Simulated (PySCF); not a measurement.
All values below come from TPSSh-D3(BJ)/def2-TZVP // B3LYP-D3(BJ)/def2-TZVP (PySCF). Gas-phase values, no solvent. One relaxed conformer stands for a flexible species; it need not be the lowest. Delta-SCF ions had no search for a lower state. Excitations are Tamm–Dancoff values on a coarser integration grid. The basis has no diffuse functions, so Rydberg states are missing or too high.

Reference species (SMILES): `C=C` (neutral, multiplicity 1).

```
Quantity                                       Result
-------------------------------------------  --------
HOMO–LUMO gap                                 6.91 eV
brightest of the four lowest singlets (TDA)   8.51 eV
HOMO                                         -7.20 eV
vertical ionisation energy (Delta-SCF)       10.45 eV
```

Changed species: `C=CCC#N` (X = cyanomethyl; the reference has X = H).

Task: What does the change do to the HOMO–LUMO gap, brightest of the four lowest singlets (TDA), HOMO and vertical ionisation energy (Delta-SCF)?

Result: the HOMO–LUMO gap decreases by 0.19 eV, to 6.72 eV; the brightest of the four lowest singlets (TDA) falls by 1.19 eV, to 7.32 eV; the HOMO falls by 0.40 eV, to -7.60 eV; the vertical ionisation energy (Delta-SCF) decreases by 0.09 eV, to 10.36 eV.
